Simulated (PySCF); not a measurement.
## Unknown compound

Molecular formula: C5H7N. Simulated spectra:

1H NMR (300 MHz, computed): δ 6.64 (m, 1H), 5.52 (m, 1H), 5.47 (m, 1H), 2.33 (m, 2H), 2.28 (m, 2H).

13C{1H} NMR (computed): δ 145.2, 123.9, 123.8, 36.5, 19.4.

Relativity neglected, rapidly exchanging positions averaged, single conformer, gas phase. Geometry: GFN2-xTB; σ from GIAO-PBE0/pcSseg-1; PySCF 2.14.0 with density-fitted response routines.

Shifts are taken against calculated references (same method and geometry level): TMS for 1H (σ = 31.72 ppm), 13C (σ = 186.93 ppm).

What is the structure?

Results:


1. Rings plus π bonds: 3 (no ring in the answer).
2. 5 carbon signals for 5 carbons: no two carbons are equivalent.
3. Carbon types of the structure: 1 × C, 1 × CH, 3 × CH2, which accounts for all hydrogens.
4. δC 145.2: alkene CH; an sp2 carbon of a C=C bond.
5. δC 123.9: nitrile carbon; typical of a nitrile.
6. δC 123.8: terminal =CH2 carbon; the olefinic region.
7. δC 19.4: sp3 CH2 α to a nitrile; a saturated carbon with 2 carbon neighbours and no heteroatom attached.
8. δH 6.64: hydrogen on an alkene CH; olefinic region.
9. δH 5.52, 5.47: hydrogen on a terminal =CH2 carbon; attached to an sp2 carbon and in the plane of the double bond.
10. δH 2.33: hydrogen on an allylic sp3 CH2; allylic position.

Structure: `C=CCCC#N`.

The shifts were computed for this structure.

Shifts are as computed. Against solution values, carbons near 30 ppm lie about +3 ppm off and those near 130 ppm about +5 ppm. Of 1211 compounds with measured shifts, 218 miss one by over three times the rms of a fit or turn the order of signals round; such compounds aren't used in these exercises. Multiplicities follow the n + 1 count of equivalent neighbours, as no J values were calculated; m marks all less simple cases, F and P coupling included.
